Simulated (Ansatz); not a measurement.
System: rock-salt ZrC. Method: BLYP (Ansatz, a first-principles code, PAW).

Settings: plane-wave cutoff 520 eV, 20×20×20 k mesh, Fermi–Dirac smearing 0.05 eV, scalar-relativistic PAW data made under PBE.

Energies at three volumes about the minimum:

```tsv
V (Å³/atom)	E − E_lowest (meV/atom)
13.219	3.60
13.489	0.00
13.759	3.36
```

Q: Fit a parabola by hand: where is the minimum, what lattice constant follows, and what is the bulk modulus?

A: Slopes: (0.00 − 3.60)/(13.489 − 13.219) = -13.333 and (3.36 − 0.00)/(13.759 − 13.489) = 12.444 meV/Å³. Curvature E″ = 2 × (12.444 − (-13.333))/(13.759 − 13.219) = 95.470 meV/Å⁶. From the middle of the first interval, the slope vanishes at V0 = 13.3540 − (-13.333)/95.470 = 13.494 Å³/atom. B = V0 E″ = 13.494 × 95.470 meV/Å³ × 0.1602 GPa per meV/Å³ = 206 GPa. With 8 atoms in the cube, a = (8 × 13.494)^(1/3) = 4.761 Å. The full Birch–Murnaghan fit to all volumes gives V0 = 13.489 Å³/atom and B0 = 207 GPa.

Measured, for comparison: bulk modulus 223 GPa (temperature not stated, not corrected to a static lattice, from single-crystal elastic constants, our sources range from 208 to 223; as tabulated in arXiv:1102.4063); lattice constant a 4.696 Å (temperature not stated, not corrected to a static lattice; as tabulated in Zhang et al. (2018), doi:10.1088/1367-2630/aac7f0). Computed (rounded) less measured: bulk modulus -7 % (-0.5 % to -7 % over the range).
